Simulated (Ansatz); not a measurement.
Results of r²SCANh in Ansatz (PAW) for fluorite SrCl2.

Settings: plane-wave cutoff 600 eV, 6×6×6 k mesh, scalar-relativistic PAW data made under PBE.

Computed at the level's own relaxed cell.

```xyz
3
Lattice="0.0000 3.4944 3.4944 3.4944 0.0000 3.4944 3.4944 3.4944 0.0000" Properties=species:S:1:pos:R:3 pbc="T T T"
Sr     0.0000     0.0000     0.0000
Cl     1.7472     1.7472     1.7472
Cl     5.2415     5.2415     5.2415
```

Question: Give the elastic tensor (Voigt notation, GPa, ions relaxed, in the Cartesian axes of the cell as printed).

Answer: 
```
   74.4    19.6    19.6     0.0     0.0     0.0
   19.6    74.4    19.6     0.0     0.0     0.0
   19.6    19.6    74.4     0.0     0.0     0.0
    0.0     0.0     0.0    10.1     0.0     0.0
    0.0     0.0     0.0     0.0    10.1     0.0
    0.0     0.0     0.0     0.0     0.0    10.1
```

The computed numbers hold no vibrational or temperature effects.

Ansatz is a quantum-chemistry and plane-wave program.
